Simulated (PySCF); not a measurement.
**Reproducing measurements on C2H4ClF**

**Experimental background.**

From NIST CCCBDB Release 22 (SRD 101), experimental polarizabilities, for the gas: mean polarisability 6.499 Å³.

How close the calculation comes is told at the end.

Compound: C₂H₄ClF.
SMILES with atom numbers: `[F:1][CH2:2][CH2:3][Cl:4]` (hydrogens: H5, H6 on C2; H7, H8 on C3)

Cartesian coordinates in Å at the PBE0-D3(BJ)/def2-SVP level; atoms count from 1:
```xyz
8
C2H4ClF angstrom
F     -1.1549   -1.2384    0.6333
C     -0.7452   -0.0240    0.1499
C      0.7383   -0.0909   -0.1355
Cl     1.3070    1.4851   -0.7338
H     -1.3036    0.2103   -0.7717
H     -0.9562    0.7600    0.8962
H      0.9558   -0.8495   -0.8997
H      1.2970   -0.3384    0.7776
```

The PySCF runs (gas phase, on this PBE0-D3(BJ)/def2-SVP geometry; no spin–orbit coupling):

| level | job | basis functions | wall time |
| --- | --- | --- | --- |
| B3LYP/def2-SVPD | 10 singlets by full TDDFT, 4 Tamm–Dancoff triplets, polarisability, ΔSCF ions | 122 | 34 s |
| HF/def2-SVPD | 10 singlets by TDHF, 4 Tamm–Dancoff triplets, polarisability, ΔSCF ions | 122 | 5.1 s |
| LC-wPBE/def2-SVPD | 10 singlets by full TDDFT, 4 Tamm–Dancoff triplets, polarisability, ΔSCF ions | 122 | 48 s |
| LDA/def2-SVPD | 10 singlets by full TDDFT, 4 Tamm–Dancoff triplets, polarisability, ΔSCF ions | 122 | 23 s |
| PBE/def2-SVPD | 10 singlets by full TDDFT, 4 Tamm–Dancoff triplets, polarisability, ΔSCF ions | 122 | 31 s |
| PBE0/6-31G* | 10 singlets by full TDDFT, 4 Tamm–Dancoff triplets, polarisability | 68 | 3.7 s |
| PBE0/def2-SVPD | 10 singlets by full TDDFT, 4 Tamm–Dancoff triplets, polarisability, ΔSCF ions | 122 | 34 s |
| PBE0/aug-cc-pVDZ | 10 singlets by full TDDFT, 4 Tamm–Dancoff triplets, polarisability | 132 | 8.5 s |
| PBE0/aug-cc-pVTZ | 10 singlets by full TDDFT, 4 Tamm–Dancoff triplets, polarisability | 280 | 25 s |
| PBE0/def2-SVP | 10 singlets by full TDDFT, 4 Tamm–Dancoff triplets, polarisability | 80 | 4.3 s |
| PBE0/def2-TZVP | 10 singlets by full TDDFT, 4 Tamm–Dancoff triplets, polarisability | 154 | 9.9 s |
| PBE0/def2-TZVPD | 10 singlets by full TDDFT, 4 Tamm–Dancoff triplets, polarisability | 196 | 14 s |

Hardware: one thread of an Arm Neoverse V1 (shared host).

All basis functions are spherical.

**Comparison with experiment**

**Mean polarisability.** Measured: 6.499 Å³ (NIST CCCBDB Release 22 (SRD 101), experimental polarizabilities).

```json
{"level": "B3LYP/def2-SVPD", "computed (Å³)": "6.217", "computed − measured (Å³)": "-0.282", "% (from the printed values)": "-4"}
{"level": "HF/def2-SVPD", "computed (Å³)": "5.762", "computed − measured (Å³)": "-0.737", "% (from the printed values)": "-11"}
{"level": "LC-wPBE/def2-SVPD", "computed (Å³)": "5.984", "computed − measured (Å³)": "-0.515", "% (from the printed values)": "-8"}
{"level": "LDA/def2-SVPD", "computed (Å³)": "6.453", "computed − measured (Å³)": "-0.046", "% (from the printed values)": "-1"}
{"level": "PBE/def2-SVPD", "computed (Å³)": "6.408", "computed − measured (Å³)": "-0.091", "% (from the printed values)": "-1"}
{"level": "PBE0/6-31G*", "computed (Å³)": "4.636", "computed − measured (Å³)": "-1.863", "% (from the printed values)": "-29"}
{"level": "PBE0/def2-SVPD", "computed (Å³)": "6.139", "computed − measured (Å³)": "-0.360", "% (from the printed values)": "-6"}
{"level": "PBE0/aug-cc-pVDZ", "computed (Å³)": "6.156", "computed − measured (Å³)": "-0.343", "% (from the printed values)": "-5"}
{"level": "PBE0/aug-cc-pVTZ", "computed (Å³)": "6.272", "computed − measured (Å³)": "-0.227", "% (from the printed values)": "-3"}
{"level": "PBE0/def2-SVP", "computed (Å³)": "4.578", "computed − measured (Å³)": "-1.921", "% (from the printed values)": "-30"}
{"level": "PBE0/def2-TZVP", "computed (Å³)": "5.526", "computed − measured (Å³)": "-0.973", "% (from the printed values)": "-15"}
{"level": "PBE0/def2-TZVPD", "computed (Å³)": "6.271", "computed − measured (Å³)": "-0.228", "% (from the printed values)": "-4"}
```

12 of the 15 levels run are shown, the closest and the furthest among them. Closest is LDA/def2-SVPD (-0.046 Å³), furthest PBE0/def2-SVP (-1.921 Å³); one molecule doesn't rank methods. All 15 levels lie below the measurement. The computed values are static and purely electronic, with core orbitals frozen in the response (1 au = 0.148185 Å³). The table of measured values doesn't say here whether a value is static or optical, or holds a vibrational part. The measurement averages over conformers, the calculation has one.

The geometry is computed, not the measured one. Where a level misses, the cause wasn't examined.
